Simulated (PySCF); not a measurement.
Species: C₆H₁₀.
Atom-mapped SMILES: `[CH2:1]=[C:2]1[CH2:3][C@H:4]1[CH2:5][CH3:6]` (hydrogens: H7, H8 on C1; H9, H10 on C3; H11 on C4; H12, H13 on C5; H14, H15, H16 on C6)

Geometry (PBE0-D3(BJ)/def2-SVP, Å), atoms numbered from 1 in this order:
```
atom  x, y, z in Å
C1     2.601   -0.930    0.441
C2     1.571   -0.112    0.298
C3     0.985    1.049   -0.374
C4     0.197    0.240    0.658
C5    -0.974   -0.613    0.225
C6    -2.263    0.180    0.080
H7     3.523   -0.787   -0.130
H8     2.562   -1.774    1.137
H9     1.327    2.054   -0.101
H10    0.694    0.947   -1.427
H11    0.063    0.734    1.630
H12   -0.719   -1.106   -0.729
H13   -1.112   -1.429    0.956
H14   -2.550    0.653    1.033
H15   -2.151    0.984   -0.664
H16   -3.099   -0.460   -0.239
```

Computed with PBE0-D3(BJ)/def2-SVP geometry optimisation, gas phase (PySCF 2.14.0).

Take the most abundant isotopes and a rigid rotor. The values belong to one conformer with, in the numbering `[CH2:1]=[C:2]1[CH2:3][C@H:4]1[CH2:5][CH3:6]`, C3–C4–C5–C6 -83°.

(1) Give the principal moments of inertia and the rotational constants in cm⁻¹.

(2) Classify the top.

(3) What does the inertial defect say?

(4) Predict some low-J microwave lines.

Results:

(1) Ia = 57.81, Ib = 247.00, Ic = 280.92 u·Å²; 505379 MHz·u·Å²/I gives 8743, 2046 and 1799 MHz, that is A = 0.29163, B = 0.06825, C = 0.06001 cm⁻¹.

(2) A near-prolate asymmetric top; Ray's κ = -0.929.

(3) Not planar: Δ = Ic − Ia − Ib = -23.88 u·Å². For a rigid frame Δ = −2 Σ m c², so Σ m c² = 11.94 u·Å² lies off the ab plane: 7.82 from hydrogen and 4.12 from heavier atoms. The atom farthest from that plane is 1.60 Å away.

(4) The dipole components are |μa| = 0.48 D, |μb| = 0.09 D, |μc| = 0.04 D. Intensities carry the squares of the components, which stand as 1.00 : 0.04 : 0.01 (a : b : c). Some lines, for components of 0.1 D or more:

```csv
type,branch,"J(Ka,Kc)",MHz,lower level (cm⁻¹)
a,Q,"2(1,1) ← 2(1,2)",741,0.600
a,Q,"3(1,2) ← 3(1,3)",1483,0.972
a,R,"1(0,1) ← 0(0,0)",3845,0.000
a,R,"2(1,2) ← 1(1,1)",7443,0.352
a,R,"2(0,2) ← 1(0,1)",7683,0.128
a,R,"2(1,1) ← 1(1,0)",7937,0.360
a,R,"3(1,3) ← 2(1,2)",11160,0.600
a,R,"3(0,3) ← 2(0,2)",11508,0.385
a,R,"3(2,2) ← 2(2,1)",11535,1.295
a,R,"3(2,1) ← 2(2,0)",11562,1.295
a,R,"3(1,2) ← 2(1,1)",11902,0.625
```

No frequency check. Constants of a rigid frame at the computed geometry: no zero-point averaging, no centrifugal distortion. A rigid rotor knows nothing of internal rotation, which can split or shift real lines.
